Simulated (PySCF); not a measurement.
Molecule: `S(=O)(=O)(F)F`, F2O2S.

Geometry (Å), atoms numbered from 1 in this order:
```xyz
5

O     0.844   -0.585   -1.108
S     0.162   -0.041    0.018
O     0.726    0.179    1.307
F    -1.181   -0.843    0.202
F    -0.544    1.292   -0.437
```

Geometry PBE0-D3(BJ)/def2-SVP throughout; GIAO in PySCF 2.14.0 with density-fitted response routines, gas phase, one conformer, non-relativistic; equivalent atoms averaged; basis pcSseg-2.

Q: How do the shifts δ (against H2O, CS2, CFCl3 at the same level) depend on the functional? (ppm; last column core-seconds on 1 thread of an Intel Xeon 6975P-C, shared host)

A: 
| functional | kind | O1/O3 | S2 | F4/F5 | core-s |
| --- | --- | --- | --- | --- | --- |
| WP04 | global hybrid | 239.9 | 322.7 | 76.5 | 12 |
| B97-2 | global hybrid | 232.3 | 334.1 | 68.1 | 9.4 |
| BHandHLYP | global hybrid | 223.8 | 343.2 | 78.7 | 8.9 |
| CAM-B3LYP | range-separated hybrid | 237.3 | 347.9 | 78.3 | 17 |
| wB97X-D | range-separated hybrid | 234.3 | 337.2 | 78.0 | 16 |
| LC-wPBE | range-separated hybrid | 231.2 | 339.3 | 86.9 | 23 |

Q: Which nucleus moves most, in ppm?

A: S2 (sulfonyl sulfur): from 322.7 ppm with WP04 to 347.9 ppm with CAM-B3LYP. The smallest spread is 16.2 ppm, at O1/O3.
